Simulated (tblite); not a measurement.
Species: C4H5ClO.
Structure used (GFN2-xTB), in Å, numbered top down from 1:
```
atom  x, y, z in Å
O1     1.962   -1.645    0.797
C2     1.315   -0.860    0.185
Cl3    1.984   -0.184   -1.320
C4    -0.013   -0.353    0.517
C5    -0.409    1.074    0.205
C6    -1.024   -0.033   -0.563
H7    -0.382   -0.787    1.439
H8     0.326    1.692   -0.288
H9    -0.995    1.587    0.951
H10   -2.047   -0.310   -0.364
H11   -0.712   -0.179   -1.585
```

All values are computed: GFN2-xTB (tblite) harmonic vibrations without scaling, gas phase. Errors from tens to a few hundred cm⁻¹ against measured bands are possible. One conformer, not necessarily the lowest.

Harmonic wavenumbers (cm⁻¹): 84.4, 203.6, 249.7, 415.7, 461.2, 562.1, 625.9, 791.3, 876.4, 886.8, 937.5, 1022.6, 1067.7, 1074.9, 1076.5, 1138.2, 1148.6, 1235.3, 1359.6, 1415.4, 1472.4, 1816.3, 3054.3, 3097.8, 3099.0, 3111.1, 3126.1.

A = 4468, B = 2518, C = 1840 MHz; mass 104.003 u (most abundant isotopes); point group Cs, symmetry number 1.

Q: Zero-point energy?

A: ½Σν̃ = 17705 cm⁻¹ = 211.80 kJ/mol.

Q: What is S at 350 K and 1 bar for an ideal gas of classical rigid rotors and harmonic oscillators?

A: Translation 170.11, rotation 115.57, vibration 58.44: S = 344.1 J/(mol K).

Q: And Cp and H(350 K) − H(0)?

A: Cp = 108.52 J/(mol K), of which vibrations give 75.26 (their classical limit is 27 R = 224.5); H(350 K) − H(0) = 23.41 kJ/mol without the zero-point energy, 11.77 from vibrations.

Q: How do the functions run with temperature in this model?

A: 
| T (K) | S (J/(mol K)) | Cp (J/(mol K)) | H − H(0) (kJ/mol) | G − H(0) (kJ/mol) | ln q(vib) |
| --- | --- | --- | --- | --- | --- |
| 100 | 254.4 | 49.5 | 4.00 | -21.44 | 0.44 |
| 200 | 295.0 | 70.8 | 9.98 | -49.02 | 1.36 |
| 300 | 328.4 | 95.9 | 18.29 | -80.22 | 2.42 |
| 500 | 388.5 | 141.0 | 42.24 | -152.04 | 4.79 |
| 800 | 464.6 | 181.8 | 91.27 | -280.42 | 8.49 |
| 1000 | 507.1 | 198.7 | 129.42 | -377.69 | 10.87 |

q(vib) and H(0) count from the zero-point level.

Q: Which modes carry the vibrational entropy at 350 K?

A: 84.4 cm⁻¹: 17.16; 203.6 cm⁻¹: 10.03; 249.7 cm⁻¹: 8.45; 415.7 cm⁻¹: 4.80; 461.2 cm⁻¹: 4.14; 562.1 cm⁻¹: 2.98 J/(mol K); the other 21 give 10.87 together.

Q: What must be added to the electronic energy to get the Gibbs energy at 350 K and 1 bar?

A: ZPE + [H(350 K) − H(0)] − T·S = 211.80 + 23.41 − 120.44 = 114.77 kJ/mol.

Hindered rotation and anharmonicity are outside this model. Other conformers, if any are populated, would add a mixing term that is left out.

Time: 0.19 s wall. Hardware: Arm Neoverse V2, one thread, no GPU, shared host with 96 logical CPUs at a one-minute load of 30. The figure is for the frequency step alone.
